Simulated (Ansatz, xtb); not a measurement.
# Ranking isomers of CLiN

3 gas-phase structures of CLiN, found in a search over its isomers (lower ones may exist). Each was relaxed with GFN2-xTB:

A. `[Li][C]#N`, a singlet
B. a singlet given by its coordinates
C. a singlet given by its coordinates

C (Å):

```xyz
3

C     2.2483    2.2803    1.1865
Li   -0.3400    2.8759    2.2795
N     1.1956    2.5211    1.6322
```

Close contacts (Å): C1–N3 1.17, Li2–N3 1.70.

B (Å):

```yaml
atoms:
  - { symbol: C, position_ang: [-0.4272, -0.7906, -0.8587] }
  - { symbol: Li, position_ang: [-0.3912, -0.1500, 1.0069] }
  - { symbol: N, position_ang: [0.2146, 0.1610, -0.6292] }
```

Close contacts (Å): C1–Li2 1.97, C1–N3 1.17, Li2–N3 1.77.

Q: Make a reasoned guess at their ranking by r2SCAN-D4/def2-SVP single-point energy.

A: Calculated order at r2SCAN-D4/def2-SVP: C (0.0), B (1.6), A (2.8) kcal/mol.

Energies above the lowest of each column, in kcal/mol; the last columns are at PBE0-D3(BJ)/def2-SVP geometries:

```json
{"structure": "C", "GFN2-xTB": "0.1", "HF/STO-3G": "0.9", "r2SCAN-D4/def2-SVP": "0.0", "PBE0-D3(BJ)/def2-SVP": "0.0", "CCSD(T)/def2-QZVPP": "0.0"}
{"structure": "B", "GFN2-xTB": "0.0", "HF/STO-3G": "0.0", "r2SCAN-D4/def2-SVP": "1.6", "PBE0-D3(BJ)/def2-SVP": "1.8", "CCSD(T)/def2-QZVPP": "0.2"}
{"structure": "A", "GFN2-xTB": "2.1", "HF/STO-3G": "5.2", "r2SCAN-D4/def2-SVP": "2.8", "PBE0-D3(BJ)/def2-SVP": "3.2", "CCSD(T)/def2-QZVPP": "2.2"}
```

CCSD(T)/def2-QZVPP has B and C within 1 kcal/mol of each other at the bottom, and every level picks one of them.

Programs: Ansatz 0.2.0, xtb 6.7.1.
